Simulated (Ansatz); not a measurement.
# NH (singlet): wave-function methods side by side at distance N1–H2 = 1.170 Å, aug-cc-pVTZ

How much of the correlation energy of NH (singlet) does each wave-function method recover here?

Computed with Ansatz 0.2.0, Gaussian basis. Level: aug-cc-pVTZ, core rule «outside noble gas», up to 1 orbitals frozen.

Plan: UHF; CCSD(T) on RHF; CCSD(T) on UHF; BCCD(T) on RHF; CCSDT(Q) on RHF; CCSDT(Q) on UHF; CCSDTQ on RHF; CASSCF and MRCISD+Q, 2 electrons in 2 orbitals; CASSCF and NEVPT2, 2 electrons in 2 orbitals; CASSCF and MRCISD+Q, 6 electrons in 5 orbitals; CASSCF and NEVPT2, 6 electrons in 5 orbitals; Full CI; Full CI in the symmetry of the determinant.

1 further run of the same task is left out (it didn't finish).

## 1. The geometry

The geometry derives from a PBE0/def2-TZVP stationary point (not a proven minimum). One bond is set to the value named and the two fragments are kept rigid.

2 atoms, charge 0, spin multiplicity 1.

Atoms are counted from 1 here; the program's logs count them from 0.

Bond lengths: N1–H2 1.170 Å.

As a file:

```
N     0.0000    0.0000    0.0000
H     0.0000    0.0000    1.1700
```

## 2. UHF

in.yaml

```yaml
crystal:
  periodic: [false, false, false]
  atoms:
    - {symbol: N, position_ang: [0.000000, 0.000000, 0.000000]}
    - {symbol: H, position_ang: [0.000000, 0.000000, 1.170000]}
basis:
  gaussian: {orbitals: aug-cc-pVTZ}
magnetization: {spin_polarized: true, initial_magnetization: 0}
hamiltonian: {xc: hf}
output: {orbitals: {seedname: orbitals}}
```

The run is started by

```bash
ansatz run in.yaml --threads 1 --pin off --events-out ev --progress --plain --max-ram 3956MiB --backend cpu
```

After this run come: CCSD(T) on RHF; CCSD(T) on UHF; BCCD(T) on RHF; CCSDT(Q) on RHF; CCSDT(Q) on UHF; CCSDTQ on RHF; CASSCF and MRCISD+Q, 2 electrons in 2 orbitals; CASSCF and NEVPT2, 2 electrons in 2 orbitals; CASSCF and MRCISD+Q, 6 electrons in 5 orbitals; CASSCF and NEVPT2, 6 electrons in 5 orbitals; Full CI; Full CI in the symmetry of the determinant.

**Question.** What will the summary of the whole plan be? Wanted: FCI below the RHF energy; RMP2 from FCI; RCCSD from FCI; RCCSD(T) from FCI; RCCSDT(Q) from FCI; NEVPT2 pair from FCI; MRCISD+Q pair from FCI; NEVPT2 valence from FCI; T1 diagnostic.

**Answer**, as computed:

| quantity | value |
| --- | --- |
| FCI below the RHF energy | -5.8294 eV |
| RMP2 from FCI | +130.5 kJ/mol |
| RCCSD from FCI | +53.8 kJ/mol |
| RCCSD(T) from FCI | +28.5 kJ/mol |
| RCCSDT(Q) from FCI | -1.5 kJ/mol |
| NEVPT2 pair from FCI | +58.4 kJ/mol |
| MRCISD+Q pair from FCI | +1.4 kJ/mol |
| NEVPT2 valence from FCI | +69.3 kJ/mol |
| levels within 1 kcal/mol (43 meV) | RCCSDT, RCCSDT(Q), RCCSDTQ, MRCISD+Q pair, MRCISD+Q valence |
| T1 diagnostic | 0.009 |
| effectively unpaired electrons | 2.03 |

RCCSD(T) misses by +28.5 kJ/mol, 5.1 % of the correlation energy. RCCSDT(Q) falls below full CI, which methods that aren't variational can do. With 2.0 effectively unpaired electrons against 0 the state is strongly multireference. Of the multireference levels listed MRCISD+Q pair comes nearest in total energy (+1.4 kJ/mol), which doesn't show that its space is the better one. These misses are within one basis, not against nature.
